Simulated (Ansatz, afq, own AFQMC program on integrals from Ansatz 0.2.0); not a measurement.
# CH3N, singlet → CH$_{3}$N⁺, doublet

```xyz
5

C    -0.0342   -0.3828    0.0369
N     0.6306    0.6593   -0.2285
H    -1.0973   -0.4032    0.3450
H     0.4576   -1.3670   -0.0355
H     0.0434    1.4937   -0.1179
```

Connectivity, by distances: CH2–NH.

E(doublet, charge +1) − E(singlet, charge +0) at this geometry, on RHF and UHF determinants.

Basis def2-TZVP. Only valence electrons are correlated. Integrals, coupled cluster, full CI and functionals: Ansatz 0.2.0; the random walks run on the same integrals in our own AFQMC program. The CISD trial takes its coefficients from CCSD amplitudes. Released means that phaseless walkers are propagated on without the constraint, phases kept. ± is one standard error of the sampling. The errors of all members are added in quadrature.

No full CI on the walks' own integrals is used here; CCSDT(Q) serves as the reference and is uncertain by about the last step of the cluster series. Each member takes its own surest rung, up to full CI.

Errors are counted within def2-TZVP, not against nature.

Cautions: CH₃N (singlet): the released energies move by 1.5 errors or more from one time to the next, so no released level is given (meV from the phaseless value at times in 1/Eh: -6 ± 5 at 0.24, -7 ± 4 at 0.51, -8 ± 5 at 0.99, 3 ± 6 at 1.62, -15 ± 6 at 2.40), though the last usable value meets CCSDT(Q) within the noise; CH₃N⁺ (doublet): higher spins were not checked, raised T1 diagnostic (T1 0.044, weight of the determinant 0.85, largest double 0.11), unrestricted determinant spin contaminated (⟨S²⟩ 0.88 against 0.75), released walk and highest rung disagree (by 15 meV at 0.99 1/Eh, later times being noisier), its ph-AFQMC/CISD value lies 34 ± 4 meV above CCSDT(Q).

Reference (CCSDT(Q)): 1020.6 kJ/mol.

```tsv
level	vertical ionization energy (kJ/mol)	error against CCSDT(Q) (kJ/mol)
HF	899.8	-120.8
MP2	1058.9	38.3
CCSD	1017.9	-2.7
CCSD(T)	1023.4	2.8
CCSDT	1020.4	-0.2
ph-AFQMC/CISD	1023.0 ± 0.7	2.4 ± 0.7
```

Correlation beyond CCSD(T) takes off 2.8 kJ/mol. The perturbative (T) step is worth +5.5 kJ/mol. Where the cautions show a poor determinant, the low rows tell how each method copes with it, not its usual error.
